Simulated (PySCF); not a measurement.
Metal–ligand bonds in Zn(CH3)1–Y. Isolated molecules, 0 K electronic values unless said otherwise. One relaxed conformer stands for each flexible species; it need not be the lowest. Multiplicities are imposed; where one is given, others were not computed. Strings in code marks are SMILES.

The highest occupied spin orbital from two functionals at the same geometries (PBE-D3(BJ)/def2-SVP), both in PySCF: PBE-D3(BJ)/def2-TZVP and TPSSh-D3(BJ)/def2-TZVP. 

```csv
species,PBE-D3(BJ)/def2-TZVP (eV)
ligand removed as a radical,-4.17
free radical NH2 (`[NH2]`),-7.20
free radical CH3,-5.38
free radical OCH3 (`C[O]`),-5.97
free radical N(CH3)2 (`[N](C)C`),-5.56
free radical SH (`[SH]`),-6.12
```

### Question
What does TPSSh-D3(BJ)/def2-TZVP give for each?

### Answer

- ligand removed as a radical: -4.60
- free radical NH2 (`[NH2]`): -7.98
- free radical CH3: -6.06
- free radical OCH3 (`C[O]`): -6.88
- free radical N(CH3)2 (`[N](C)C`): -6.41
- free radical SH (`[SH]`): -6.75
Over these rows, drawn at random from the members with no instability flagged (it was tested for open shells, ions and some series alone), PBE minus TPSSh-D3(BJ): mean +0.71 eV, from +0.43 eV to +0.91 eV.
